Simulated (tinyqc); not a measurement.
Inside a calculation. Method: CCSD on RHF in the sto-3g basis, frozen core, for HF, spin multiplicity 1. Computed by tinyqc, a small Python program that keeps every step (integrals from PySCF). Settings: charge = 0, multiplicity = 1, basis = sto-3g, method = RHF, frozen orbitals = 1, energy threshold = 1e-10, iteration cap = 53, orthogonalisation = symmetric, start = Wolfsberg-Helmholz matrix, DIIS depth = 6, amplitude equations = CCSD, DIIS depth for amplitudes = 6, cap on updates = 85. Command: `OMP_NUM_THREADS=1 python tinyqc.py 21490 21491 out.jsonl` (the two numbers bound the seeds that draw the settings). One thread of a shared host (Intel(R) Xeon(R) Processor @ 2.60GHz), about 0.2 s of CPU time with the checks. The early iterations of the SCF are left out here.

## One-electron integrals

Geometry (angstrom):

| atom | x | y | z |
|---|---|---|---|
| F | 0.000000 | 0.000000 | 0.000000 |
| H | 0.000000 | 0.000000 | 1.153000 |

Basis sto-3g: exponents (1/bohr^2) and contraction coefficients of normalised primitives:

| element | l (shell) | exponent | coefficient |
|---|---|---|---|
| F | s (1) | 166.679130 | 0.154329 |
| F | s (1) | 30.360812 | 0.535328 |
| F | s (1) | 8.216821 | 0.444635 |
| F | s (2) | 6.464803 | -0.099967 |
| F | s (2) | 1.502281 | 0.399513 |
| F | s (2) | 0.488588 | 0.700115 |
| F | p (3) | 6.464803 | 0.155916 |
| F | p (3) | 1.502281 | 0.607684 |
| F | p (3) | 0.488588 | 0.391957 |
| H | s (1) | 3.425251 | 0.154329 |
| H | s (1) | 0.623914 | 0.535328 |
| H | s (1) | 0.168855 | 0.444635 |

Overlap, kinetic and nuclear-attraction integrals over the contracted functions; the nuclear repulsion is the sum of Za Zb / Rab.

nuclear repulsion = 4.13061136 hartree

overlap S:
```
           1F 1s     1F 2s    1F 2px    1F 2py    1F 2pz     2H 1s
1F 1s   1.000000  0.237990  0.000000  0.000000  0.000000  0.028131
1F 2s   0.237990  1.000000  0.000000  0.000000  0.000000  0.307301
1F 2px  0.000000  0.000000  1.000000  0.000000  0.000000  0.000000
1F 2py  0.000000  0.000000  0.000000  1.000000  0.000000  0.000000
1F 2pz  0.000000  0.000000  0.000000  0.000000  1.000000  0.263203
2H 1s   0.028131  0.307301  0.000000  0.000000  0.263203  1.000000
```

kinetic energy T (hartree):
```
            1F 1s      1F 2s    1F 2px    1F 2py    1F 2pz      2H 1s
1F 1s   36.984577  -0.212858  0.000000  0.000000  0.000000  -0.007726
1F 2s   -0.212858   1.037995  0.000000  0.000000  0.000000   0.035440
1F 2px   0.000000   0.000000  3.248015  0.000000  0.000000   0.000000
1F 2py   0.000000   0.000000  0.000000  3.248015  0.000000   0.000000
1F 2pz   0.000000   0.000000  0.000000  0.000000  3.248015   0.124076
2H 1s   -0.007726   0.035440  0.000000  0.000000  0.124076   0.760032
```

nuclear attraction V (hartree):
```
             1F 1s       1F 2s      1F 2px      1F 2py      1F 2pz      2H 1s
1F 1s   -77.468536   -9.286036    0.000000    0.000000   -0.009524  -1.124760
1F 2s    -9.286036  -11.999628    0.000000    0.000000   -0.118086  -2.677204
1F 2px    0.000000    0.000000  -11.885433    0.000000    0.000000   0.000000
1F 2py    0.000000    0.000000    0.000000  -11.885433    0.000000   0.000000
1F 2pz   -0.009524   -0.118086    0.000000    0.000000  -11.950223  -1.985654
2H 1s    -1.124760   -2.677204    0.000000    0.000000   -1.985654  -5.287791
```

core Hamiltonian H = T + V (hartree):
```
             1F 1s       1F 2s     1F 2px     1F 2py     1F 2pz      2H 1s
1F 1s   -40.483960   -9.498893   0.000000   0.000000  -0.009524  -1.132486
1F 2s    -9.498893  -10.961633   0.000000   0.000000  -0.118086  -2.641764
1F 2px    0.000000    0.000000  -8.637419   0.000000   0.000000   0.000000
1F 2py    0.000000    0.000000   0.000000  -8.637419   0.000000   0.000000
1F 2pz   -0.009524   -0.118086   0.000000   0.000000  -8.702208  -1.861578
2H 1s    -1.132486   -2.641764   0.000000   0.000000  -1.861578  -4.527759
```

## Two-electron integrals

Functions are numbered as in S; the eight-fold symmetry (ij|kl) = (ji|kl) = (kl|ij) leaves the list below.

Two-electron integrals (ij|kl) in chemists' order, unique and non-zero (hartree):
```
(11|11) 5.403501   (21|11) 0.841920   (21|21) 0.156299   (22|11) 1.268028
(22|21) 0.292344   (22|22) 0.926167   (31|31) 0.027998   (32|31) 0.043169
(32|32) 0.204588   (33|11) 1.264502   (33|21) 0.292403   (33|22) 0.925959
(33|33) 0.997514   (41|41) 0.027998   (42|41) 0.043169   (42|42) 0.204588
(43|43) 0.053770   (44|11) 1.264502   (44|21) 0.292403   (44|22) 0.925959
(44|33) 0.889973   (44|44) 0.997514   (51|51) 0.027998   (52|51) 0.043169
(52|52) 0.204588   (53|53) 0.053770   (54|54) 0.053770   (55|11) 1.264502
(55|21) 0.292403   (55|22) 0.925959   (55|33) 0.889973   (55|44) 0.889973
(55|55) 0.997514   (61|11) 0.100746   (61|21) 0.018557   (61|22) 0.034531
(61|33) 0.034478   (61|44) 0.034478   (61|51) 0.000750   (61|52) 0.001415
(61|55) 0.034643   (61|61) 0.002225   (62|11) 0.271302   (62|21) 0.063458
(62|22) 0.226242   (62|33) 0.222846   (62|44) 0.222846   (62|51) 0.004319
(62|52) 0.034602   (62|55) 0.232807   (62|61) 0.007653   (62|62) 0.069712
(63|31) 0.006446   (63|32) 0.038943   (63|53) 0.007165   (63|63) 0.010040
(64|41) 0.006446   (64|42) 0.038943   (64|54) 0.007165   (64|64) 0.010040
(65|11) 0.191385   (65|21) 0.045318   (65|22) 0.172966   (65|33) 0.165721
(65|44) 0.165721   (65|51) 0.009133   (65|52) 0.063846   (65|55) 0.187256
(65|61) 0.005678   (65|62) 0.065477   (65|65) 0.071126   (66|11) 0.451016
(66|21) 0.107199   (66|22) 0.441785   (66|33) 0.427597   (66|44) 0.427597
(66|51) 0.008550   (66|52) 0.097795   (66|55) 0.469719   (66|61) 0.012989
(66|62) 0.180080   (66|65) 0.197057   (66|66) 0.774606
```

## Orthogonalisation

S = U s U^T; symmetric (Loewdin) form X = U s^(-1/2) U^T, so that X^T S X = 1.

eigenvalues of S: 0.562724  0.848536  1.000000  1.000000  1.128807  1.459933

X:
```
            1F 1s      1F 2s    1F 2px    1F 2py     1F 2pz      2H 1s
1F 1s    1.022772  -0.128155  0.000000  0.000000  -0.003953   0.016299
1F 2s   -0.128155   1.064562  0.000000  0.000000   0.035431  -0.175498
1F 2px   0.000000   0.000000  1.000000  0.000000   0.000000   0.000000
1F 2py   0.000000   0.000000  0.000000  1.000000   0.000000   0.000000
1F 2pz  -0.003953   0.035431  0.000000  0.000000   1.029610  -0.147253
2H 1s    0.016299  -0.175498  0.000000  0.000000  -0.147253   1.070554
```

## Iteration 7 (converged): orbitals

converged F (hartree):
```
             1F 1s      1F 2s     1F 2px     1F 2py     1F 2pz      2H 1s
1F 1s   -25.911219  -6.624681   0.000000   0.000000  -0.017246  -0.798510
1F 2s    -6.624681  -3.021514   0.000000   0.000000  -0.036973  -0.753380
1F 2px    0.000000   0.000000  -0.462389   0.000000   0.000000   0.000000
1F 2py    0.000000   0.000000   0.000000  -0.462389   0.000000   0.000000
1F 2pz   -0.017246  -0.036973   0.000000   0.000000  -0.244826  -0.466775
2H 1s    -0.798510  -0.753380   0.000000   0.000000  -0.466775  -0.347805
```

Diagonalise F' = X^T F X, C = X C', fill 5 alpha and 5 beta electrons from the bottom; D = 2 C_occ C_occ^T. Each column has its largest component positive (the first on a tie).

F' = X^T F X (hartree):
```
            1          2          3          4          5          6
1  -25.441163  -3.398180   0.000000   0.000000  -0.038841  -0.067216
2   -3.398180  -1.804478   0.000000   0.000000   0.068591  -0.372740
3    0.000000   0.000000  -0.462389   0.000000   0.000000   0.000000
4    0.000000   0.000000   0.000000  -0.462389   0.000000   0.000000
5   -0.038841   0.068591   0.000000   0.000000  -0.123510  -0.456818
6   -0.067216  -0.372740   0.000000   0.000000  -0.456818  -0.065407
```

orbital energies (hartree): MO1 -25.920591, MO2 -1.422891, MO3 -0.511717, MO4 -0.462389, MO5 -0.462389, MO6 0.420639

coefficients C:
```
              MO1        MO2        MO3       MO4        MO5        MO6
1F 1s    0.994927  -0.256620   0.058074  0.000000   0.000000   0.060520
1F 2s    0.020943   0.986093  -0.298836  0.000000   0.000000  -0.345904
1F 2px   0.000000   0.000000   0.000000  0.997063  -0.076584   0.000000
1F 2py   0.000000   0.000000   0.000000  0.076584   0.997063   0.000000
1F 2pz   0.001590   0.035963   0.686602  0.000000   0.000000  -0.781237
2H 1s   -0.003604   0.111995   0.582057  0.000000   0.000000   0.920592
```

D after iteration 7:
```
            1F 1s      1F 2s    1F 2px    1F 2py     1F 2pz      2H 1s
1F 1s    2.118211  -0.499138  0.000000  0.000000   0.064455   0.002954
1F 2s   -0.499138   2.124241  0.000000  0.000000  -0.339372  -0.127156
1F 2px   0.000000   0.000000  2.000000  0.000000   0.000000   0.000000
1F 2py   0.000000   0.000000  0.000000  2.000000   0.000000   0.000000
1F 2pz   0.064455  -0.339372  0.000000  0.000000   0.945437   0.807327
2H 1s    0.002954  -0.127156  0.000000  0.000000   0.807327   0.702692
```

Within a degenerate level the vectors are fixed only up to a rotation; this is one choice.

## Convergence

Stop when the energy changes by less than 1e-10 hartree and every element of the error matrix X^T (F D S - S D F) X is below 3e-06.

Course of the cycle:

| iteration | E (hartree) | change | largest element of the error matrix |
|---|---|---|---|
| 1 | -98.22167641 | - | 4.61e-01 |
| 2 | -98.52673545 | -3.05e-01 | 8.49e-02 |
| 3 | -98.53752194 | -1.08e-02 | 1.53e-02 |
| 4 | -98.53767964 | -1.58e-04 | 1.50e-03 |
| 5 | -98.53768202 | -2.38e-06 | 2.24e-05 |
| 6 | -98.53768203 | -3.29e-10 | 1.69e-07 |
| 7 | -98.53768203 | 0.000000 | 8.71e-08 |

PySCF RHF in the same basis = -98.53768203 hartree

Converged in 7 iterations.

## Integrals over molecular orbitals

(pq|rs) = sum C_ip C_jq C_kr C_ls (ij|kl), one index at a time.

one-electron integrals over orbitals h = C^T H C (hartree):
```
            1          2          3          4          5          6
1  -40.466464   0.718270  -0.153801   0.000000   0.000000  -0.165244
2    0.718270  -9.127117   0.525863   0.000000   0.000000   0.891099
3   -0.153801   0.525863  -7.019898   0.000000   0.000000   2.157511
4    0.000000   0.000000   0.000000  -8.637419   0.000000   0.000000
5    0.000000   0.000000   0.000000   0.000000  -8.637419   0.000000
6   -0.165244   0.891099   2.157511   0.000000   0.000000  -6.039542
```

Two-electron integrals over orbitals (pq|rs), unique and non-zero (hartree); the lowest 1 orbital is frozen and left out:
```
(22|22) 0.866865    (32|22) -0.042197   (32|32) 0.142487    (33|22) 0.710336
(33|32) -0.021872   (33|33) 0.698595    (42|42) 0.187417    (43|42) -0.032112
(43|43) 0.038232    (44|22) 0.890758    (44|32) -0.070955   (44|33) 0.698491
(44|44) 0.997514    (52|52) 0.187417    (53|52) -0.032112   (53|53) 0.038232
(54|54) 0.053770    (55|22) 0.890758    (55|32) -0.070955   (55|33) 0.698491
(55|44) 0.889973    (55|55) 0.997514    (62|22) -0.097874   (62|32) -0.069543
(62|33) -0.024842   (62|44) -0.096250   (62|55) -0.096250   (62|62) 0.092199
(63|22) -0.218553   (63|32) 0.086570    (63|33) -0.100936   (63|44) -0.232985
(63|55) -0.232985   (63|62) 0.042592    (63|63) 0.217354    (64|42) -0.032311
(64|43) -0.020576   (64|64) 0.029710    (65|52) -0.032311   (65|53) -0.020576
(65|65) 0.029710    (66|22) 0.650700    (66|32) 0.052596    (66|33) 0.656815
(66|44) 0.632286    (66|55) 0.632286    (66|62) -0.057863   (66|63) -0.022921
(66|66) 0.687462
```

## CCSD: starting amplitudes

t_ij^ab = <ij||ab> / (e_i + e_j - e_a - e_b), whose energy is MP2.

Starting amplitudes (spin orbitals 1a, 1b, ...; amplitudes related by a flip of all spins are not repeated):

| from | to | t |
|---|---|---|
| 3a 3b | 6a 6b | -0.116562 |
| 2a 2b | 6a 6b | -0.025006 |
| 5a 5b | 6a 6b | -0.016823 |
| 4a 4b | 6a 6b | -0.016823 |
| 2a 3b | 6a 6b | -0.015344 |

correlation energy = -0.02994729 hartree

## CCSD: amplitude update 1

t_i^a D_i^a and t_ij^ab D_ij^ab are set to the remaining terms of the spin-orbital equations, evaluated with the old amplitudes; for the doubles these are <ij||ab> + 1/2 <ab||ef> t_ij^ef + 1/2 <mn||ij> t_mn^ab + P(ij)P(ab) <mb||ej> t_im^ae + terms in t^2 + terms with t1, D the orbital-energy denominators.

Amplitudes after update 1 (spin orbitals 1a, 1b, ...; amplitudes related by a flip of all spins are not repeated):

| from | to | t |
|---|---|---|
| 3a 3b | 6a 6b | -0.163893 |
| 2a 2b | 6a 6b | -0.025321 |
| 2a 3b | 6a 6b | -0.024288 |
| 5a 5b | 6a 6b | -0.018881 |
| 4a 4b | 6a 6b | -0.018881 |
| 3a | 6a | 0.010393 |
| 2a | 6a | -0.002134 |

correlation energy = -0.04112609 hartree

## CCSD: convergence

E_corr = 1/4 sum <ij||ab> t_ij^ab + 1/2 sum <ij||ab> t_i^a t_j^b; stop when the norm of the change is below 1e-8.

Course of the amplitude iterations:

| update | correlation energy (hartree) | norm of the change |
|---|---|---|
| 0 | -0.02994729 | - |
| 1 | -0.04112609 | 9.93e-02 |
| 2 | -0.04574320 | 4.29e-02 |
| 3 | -0.04915156 | 1.86e-02 |
| 4 | -0.04911408 | 9.21e-04 |
| 5 | -0.04913441 | 1.17e-04 |
| 6 | -0.04913023 | 2.68e-05 |
| 7 | -0.04912994 | 4.29e-06 |
| 8 | -0.04913018 | 1.43e-06 |
| 9 | -0.04913018 | 2.49e-08 |
| 10 | -0.04913018 | 2.16e-10 |

Converged amplitudes (spin orbitals 1a, 1b, ...; amplitudes related by a flip of all spins are not repeated):

| from | to | t |
|---|---|---|
| 3a 3b | 6a 6b | -0.200482 |
| 2a 3b | 6a 6b | -0.028635 |
| 2a 2b | 6a 6b | -0.022664 |
| 3a | 6a | 0.019355 |
| 5a 5b | 6a 6b | -0.018528 |
| 4a 4b | 6a 6b | -0.018528 |
| 2a | 6a | -0.005769 |

CCSD total energy = -98.58681221 hartree

T1 diagnostic, norm of the one-spin t1 over sqrt(correlated electrons) = 0.007141

Converged in 10 updates, with DIIS from the third.
